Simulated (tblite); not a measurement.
Species: C2H5OP.
Numbering: `[H]/[P:4]=[CH:3]\[O:2][CH3:1]` (hydrogens: H5, H6, H7 on C1; H8 on C3; H9 on P4)

Computed with GFN2-xTB (tblite), gas phase: L-BFGS steps from a force-field or distance-geometry start until the largest atomic force falls under 0.01 eV/Å.

Step 12: E = -363.6722 eV
```
atom  x, y, z in Å  |  force x, y, z in eV/Å
C1     -1.1266    0.0309   -0.2050    0.019  -0.043   0.020
O2     -0.1806   -1.0090   -0.2557    0.072   0.091  -0.067
C3      1.0981   -0.6833   -0.5074    0.015  -0.018   0.032
P4      1.8923    0.7842   -0.7305   -0.161  -0.046   0.017
H5     -2.0796   -0.4380    0.0275   -0.050  -0.026  -0.021
H6     -0.8734    0.7474    0.5867   -0.042   0.006  -0.078
H7     -1.1891    0.5431   -1.1750   -0.014   0.005   0.134
H8      1.6964   -1.5884   -0.5558    0.005   0.028   0.005
H9      0.7759    1.6191   -0.5788    0.156   0.003  -0.042
```

Step 13: E = -363.6740 eV
```
atom  x, y, z in Å  |  force x, y, z in eV/Å
C1     -1.1246    0.0295   -0.2041   -0.060  -0.004   0.022
O2     -0.1781   -1.0077   -0.2584    0.024   0.065  -0.033
C3      1.1003   -0.6840   -0.5062    0.001  -0.010   0.016
P4      1.8927    0.7823   -0.7307   -0.068  -0.012   0.004
H5     -2.0777   -0.4400    0.0255   -0.055  -0.051  -0.002
H6     -0.8807    0.7508    0.5853    0.004  -0.018  -0.040
H7     -1.1952    0.5463   -1.1693    0.017   0.008   0.061
H8      1.6969   -1.5889   -0.5555    0.028   0.001   0.006
H9      0.7798    1.6177   -0.5807    0.110   0.022  -0.034
```

Step 14: E = -363.6747 eV
```
atom  x, y, z in Å  |  force x, y, z in eV/Å
C1     -1.1249    0.0289   -0.2034   -0.075   0.003   0.017
O2     -0.1769   -1.0060   -0.2600   -0.017   0.014  -0.010
C3      1.1013   -0.6843   -0.5055   -0.007  -0.001   0.008
P4      1.8921    0.7815   -0.7308    0.021   0.001  -0.009
H5     -2.0780   -0.4419    0.0248   -0.043  -0.053   0.004
H6     -0.8834    0.7518    0.5842    0.016  -0.018  -0.007
H7     -1.1972    0.5477   -1.1660    0.016   0.016   0.016
H8      1.6974   -1.5891   -0.5552    0.031  -0.007   0.008
H9      0.7832    1.6174   -0.5821    0.058   0.044  -0.027
```

**Question.** Estimate the geometry and energy of step 15. (The exact step hangs on the optimiser's Hessian estimate; all steps are aligned on step 14, rigid shifts and turns removed.)

**Answer.** E = -363.6751 eV, largest force 0.073 eV/Å
```
atom  x, y, z in Å  |  force x, y, z in eV/Å
C1     -1.1265    0.0286   -0.2027   -0.056   0.001   0.008
O2     -0.1766   -1.0045   -0.2611   -0.037  -0.025   0.004
C3      1.1018   -0.6844   -0.5050   -0.012   0.006   0.002
P4      1.8923    0.7809   -0.7310    0.071   0.000  -0.016
H5     -2.0791   -0.4442    0.0245   -0.030  -0.044   0.005
H6     -0.8847    0.7521    0.5835    0.013  -0.014   0.017
H7     -1.1982    0.5489   -1.1639    0.006   0.021  -0.009
H8      1.6982   -1.5893   -0.5549    0.021  -0.002   0.010
H9      0.7863    1.6179   -0.5834    0.025   0.058  -0.022
```

The energy changes by -0.0005 eV. The first-order estimate −F·Δx gives -0.0006 eV and the mean of the old and new forces, exact on a quadratic surface, -0.0005 eV. The step makes an angle of 44° with the force vector and moves no atom by more than 0.003 Å.

The cost below is that of the whole relaxation. Hardware: one thread of an Arm Neoverse V1, shared host with 32 logical CPUs at a one-minute load of 24. Cost: 0.12 s wall.
